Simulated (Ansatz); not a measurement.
C₂H₆O₂, SMILES `CC(O)O` at its PBE0-D4/def2-TZVP geometry, where that method's forces vanish. Charge 0, multiplicity 1.

```xyz
10

C    -0.3409   -0.9375   -0.4839
C    -0.0396    0.2202    0.4341
O    -0.6001    1.3676   -0.1469
O     1.3328    0.3858    0.6685
H     0.0871   -1.8553   -0.0802
H    -1.4180   -1.0644   -0.5998
H     0.0871   -0.7470   -1.4723
H    -0.4622    0.0464    1.4317
H    -0.4114    2.1088    0.4366
H     1.7653    0.4754   -0.1878
```

Problem. What forces (eV/Å) does PBE-D4/def2-TZVPP give on these atoms in Ansatz? (An estimate is asked.)

Solution. Ansatz gave: 
```
C1  -0.052 -0.069 -0.029
C2  -0.127 -0.230  0.052
O3  -0.406  0.156 -0.567
O4   0.425  0.002  0.596
H5   0.073 -0.180  0.070
H6  -0.218 -0.048 -0.038
H7   0.085  0.035 -0.195
H8  -0.081 -0.062  0.251
H9   0.089  0.358  0.287
H10  0.211  0.039 -0.427
```
